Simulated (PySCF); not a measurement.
Isomers of C4H10N2, mass 86.084 u with the commonest isotopes. Method: CAM-B3LYP/def2-SVPD in PySCF (dipole) on a GFN2-xTB geometry, gas phase. One conformer each, none proved a minimum here; rigid rotors.

Task: Order these by dipole moment, largest first.
A. `[CH2:1]=[CH:2][N:3]([CH3:4])[NH:5][CH3:6]` with C1–C2–N3–C4 11°, C2–N3–N5–C6 -89°
B. `[CH3:1][NH:2][NH:3][CH:4]1[CH2:5][CH2:6]1` with C1–N2–N3–C4 84°, N2–N3–C4–C5 142°
C. `[CH3:1][C@@H:2]1[CH2:3][CH2:4][NH:5][NH:6]1` with C1–C2–C3–C4 -128°, C2–C3–C4–N5 -15°, C3–C4–N5–N6 31°, C4–N5–N6–C2 -36°

Result: A (2.32 D), C (2.09 D), B (1.58 D).

Task: Order these by rotational constant A, largest first.
A. `[CH3:1][C@@H:2]1[CH2:3][CH2:4][NH:5][NH:6]1` with C1–C2–C3–C4 -128°, C2–C3–C4–N5 -15°, C3–C4–N5–N6 31°, C4–N5–N6–C2 -36°
B. `[CH2:1]=[CH:2][N:3]([CH3:4])[NH:5][CH3:6]` with C1–C2–N3–C4 11°, C2–N3–N5–C6 -89°
C. `[CH3:1][NH:2][NH:3][CH:4]1[CH2:5][CH2:6]1` with C1–N2–N3–C4 84°, N2–N3–C4–C5 142°

Result: C (9555 MHz), A (6491 MHz), B (6098 MHz).

Task: Order these by rotational constant B, largest first.
A. `[CH3:1][C@@H:2]1[CH2:3][CH2:4][NH:5][NH:6]1` with C1–C2–C3–C4 -128°, C2–C3–C4–N5 -15°, C3–C4–N5–N6 31°, C4–N5–N6–C2 -36°
B. `[CH3:1][NH:2][NH:3][CH:4]1[CH2:5][CH2:6]1` with C1–N2–N3–C4 84°, N2–N3–C4–C5 142°
C. `[CH2:1]=[CH:2][N:3]([CH3:4])[NH:5][CH3:6]` with C1–C2–N3–C4 11°, C2–N3–N5–C6 -89°

Result: A (3193 MHz), C (2520 MHz), B (1977 MHz).

```
       SMILES  point group  Ia (u·Å²)  Ib (u·Å²)  Ic (u·Å²)      κ  μa (D)  μb (D)  μc (D)
C[C@@H]1CCNN1           C1      77.85     158.26     207.63  -0.63    0.72    1.96    0.17
    C=CN(C)NC           C1      82.87     200.52     239.96  -0.79    1.84    1.34    0.44
     CNNC1CC1           C1      52.89     255.57     264.08  -0.98    1.10    0.75    0.86
```
